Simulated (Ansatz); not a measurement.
Spinel MgSc2S4 was calculated with B3LYP (VWN-RPA form) in Ansatz (plane waves, PAW).

Numerical settings: plane-wave cutoff 460 eV, 4×4×4 k mesh, Fermi–Dirac smearing 0.01 eV, scalar-relativistic PAW data made under PBE.

Cell (measured lattice):

Space group Fd-3m, origin choice 1 (No. 227); a = b = c = 10.6270 Å, α = β = γ = 90.00°

```json
[
 {"atom": "Sc", "site": "16d", "symmetry": ".-3m", "x": "0.6250", "y": "0.6250", "z": "0.6250"},
 {"atom": "S", "site": "32e", "symmetry": ".3m", "x": "0.3830", "y": "0.3830", "z": "0.3830"},
 {"atom": "Mg", "site": "8a", "symmetry": "-43m", "x": "0.0000", "y": "0.0000", "z": "0.0000"}
]
```
(The calculation used a cell of 14 atoms; values per cell refer to that cell.)

Q: Give the computed band gap.

A: 
- band gap: 3.01 eV (on the SCF k mesh) (direct)

Note: cell and atoms aren't relaxed at this level (pressure 3.0 GPa).

Static lattice: no zero-point or thermal effects.

Cost on a shared machine: very roughly 8 core-minutes.

Ansatz is a first-principles code.
